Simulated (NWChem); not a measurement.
# CH4Si (SMILES C[SiH]): entropy by statistical mechanics

A singlet with charge 0, relaxed at BP86/def2-SVP (NWChem 7.3.0):

```xyz
6

C     0.0365    1.1417   -0.0003
Si    0.0980   -0.7755   -0.0002
H    -0.5424    1.5066   -0.8814
H     1.0341    1.6256   -0.0039
H    -0.5334    1.5033    0.8881
H    -1.4476   -0.9322    0.0003
```

Harmonic wavenumbers in cm⁻¹: 99, 534, 607, 646, 909, 1181, 1358, 1372, 1931, 2926, 2999, 3059.

Masses in u: C 12.011, Si 28.085, H 1.008. Take T = 298.15 K, p = 1 bar, R = 8.3145 J/(mol K), kT/hc = 207.22 cm⁻¹, rigid rotor and harmonic oscillator.

Task: Work out S° at 298 K.

Result: 
1. Translation (Sackur–Tetrode): S = R[3/2 ln M + 5/2 ln T − 1.1517] with M = 44.128 gives 156.1 J/(mol K).
2. Rotation: principal moments 5.573, 41.805, 44.221 u Å² give A, B, C = 3.025, 0.4032, 0.3812 cm⁻¹; the symmetry number is σ = 1; q = (√π/σ)√((kT/hc)³/ABC) = 7754; S = R(ln q + 3/2) = 86.9.
3. Vibration: with u = ν̃/207.22, each mode gives R[u/(eᵘ − 1) − ln(1 − e⁻ᵘ)]; the sum is 21.3, most from 99 cm⁻¹ (14.5), 534 cm⁻¹ (2.4), 607 cm⁻¹ (1.8).
4. Spin: R ln 1 = 0.0.
5. Sum: 156.1 + 86.9 + 21.3 + 0.0 = 264.3 J/(mol K).

No measured value is set beside it here. Where a soft mode is a torsion, a harmonic oscillator describes it poorly.
